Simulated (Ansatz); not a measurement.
Consider the redistribution: `[SiH3][SiH2]S` + `BBO` → `B[SiH2][SiH3]` + `OBS`.

Isolated molecules relaxed with PBE0-D4/def2-TZVP in Ansatz; ΔE leaves out vibrations. CCSD(T)/CBS adds triple-zeta CCSD(T) − MP2 to the extrapolated MP2 energy (def2 sets, frozen cores). DFT in def2-TZVPP. One conformer a species, not always the lowest.

| species | ωB97M-V energy (Eh) |
| --- | --- |
| `[SiH3][SiH2]S` | -980.74690 |
| `BBO` | -127.31424 |
| `B[SiH2][SiH3]` | -607.93294 |
| `OBS` | -500.13922 |

Q: Work out ΔE.

A: ΔE = (-607.93294) + (-500.13922) − (-980.74690) − (-127.31424) = -0.01102 Eh = -28.9 kJ/mol. CCSD(T)/CBS gives -30.0 kJ/mol.

Largest T1 diagnostic among the species: 0.014.

Leaving LDA and LC-ωPBE aside and taking each functional with its dispersion term where it has one, the values, not all of them listed here, spread over 13.5 kJ/mol, from PBE-D4 to BHLYP-D4. LDA lies −5.7 kJ/mol from PBE without D4. From r2SCAN to r2SCAN0 (25 % exact exchange), in def2-TZVPP and without D4, ΔE moves by +3.2 kJ/mol.
